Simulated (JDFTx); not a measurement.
Part of a log of JDFTx (a modified build) for C2H6OS (SMILES CS(C)=O), charge 0, multiplicity 1 (PBE, GBRV ultrasoft potentials, plane waves to 20/100 Ha):

```
unit cell volume = 5513.39
Chosen fftbox size, S = [  96  84  72  ]
unit cell volume = 5513.39
Chosen fftbox size, S = [  84  80  64  ]
  'C' pseudopotential, 'SLA  PW   PBE  PBE' functional
  4 valence electrons, 2 orbitals, 4 projectors, 721 radial grid points, with lMax = 1
  'S' pseudopotential, 'SLA  PW   PBX  PBC' functional
  6 valence electrons, 2 orbitals, 6 projectors, 907 radial grid points, with lMax = 2
  'O' pseudopotential, 'SLA  PW   PBE  PBE' functional
  6 valence electrons, 2 orbitals, 5 projectors, 737 radial grid points, with lMax = 2
  'H' pseudopotential, 'SLA  PW   PBX  PBC' functional
  1 valence electrons, 1 orbitals, 2 projectors, 615 radial grid points, with lMax = 0
Initialized 4 species with 10 total atoms.
Folded 1 k-points by 1x1x1 to 1 k-points.
nElectrons:  26.000000   nBands: 13   nStates: 1
average nbasis = 23611.000 , ideal nbasis = 23553.619
Correction to mu due to finite nuclear width = -0.00467901
   Cavity determined by nc: 0.00142 and sigma: 0.707107
   Nonlocal vdW cavity from gaussian model electron density with norm = 8 and sigma = 0.993594 bohr
   Charge asymmetry in cavity with sensitivity pCavity = 36.5 e-bohr/Eh
   Electrostatic cavity expanded by eta = 1.46 bohrs
   Weighted density cavitation model constrained by Nbulk: 0.0049383 bohr^-3, Pvap: 3.14029 kPa, Rvdw: 2.61727 bohr and sigmaBulk: 4.62e-05 Eh/bohr^2 at T: 298 K.
   Weighted density dispersion model using vdW pair potentials with single solvent site with sqrtC6eff: 0.77 SI.
[...]
	Linear fluid (dielectric constant: 78.4, screening length: 5.74355 Bohr) occupying 0.702049 of unit cell:	Completed after 17 iterations
[... later lines of the fluid solver are left out ...]
ElecMinimize: Iter:   0  Etot: -41.304991813988551  |grad|_K:  8.566e-05  alpha:  1.000e+00
ElecMinimize: Iter:   1  Etot: -41.308339051878690  |grad|_K:  6.297e-05  alpha:  1.466e+00  linmin: -2.983e-02
ElecMinimize: Iter:   2  Etot: -41.309374793070639  |grad|_K:  3.885e-05  alpha:  8.214e-01  linmin: -7.111e-04
[... lines cut ...]
ElecMinimize: Iter:   8  Etot: -41.309982058012011  |grad|_K:  1.217e-06  alpha:  9.245e-01  linmin: -4.360e-03
ElecMinimize: Iter:   9  Etot: -41.309982528953540  |grad|_K:  6.821e-07  alpha:  1.030e+00  linmin: -6.121e-03
ElecMinimize: Iter:  10  Etot: -41.309982679003234  |grad|_K:  3.853e-07  alpha:  1.043e+00  linmin: -4.524e-03
ElecMinimize: Iter:  11  Etot: -41.309982724074246  |grad|_K:  2.436e-07  alpha:  9.834e-01  linmin:  1.101e-05
ElecMinimize: Iter:  12  Etot: -41.309982741353949  |grad|_K:  1.411e-07  alpha:  9.489e-01  linmin: -4.251e-05
ElecMinimize: Converged (|Delta Etot|<1.000000e-07 for 2 iters).

# Energy components:
   A_diel =       -0.0166788563711732
   Eewald =       21.0969179078360973
       EH =       54.7078995186087909
     Eloc =     -131.6564136130445206
      Enl =        5.4288526558595214
      Exc =      -13.6968122725184802
 Exc_core =        1.9001292320505796
       KE =       20.9261226862252343
-------------------------------------
     Etot =      -41.3099827413539487


	eMin: -0.964317 at state 0 ( [ +0.000000 +0.000000 +0.000000 ] spin 0 )
	HOMO: -0.215041 at state 0 ( [ +0.000000 +0.000000 +0.000000 ] spin 0 )
```

Question: Which solvation model was used?
A) SCCS (g03 parameters)
B) SCCS (g09 parameters)
C) nonlinear PCM (GLSSA13)
D) CANDLE

Answer: D, CANDLE. The liquid was water (dielectric constant 78.4), 1 M NaCl.
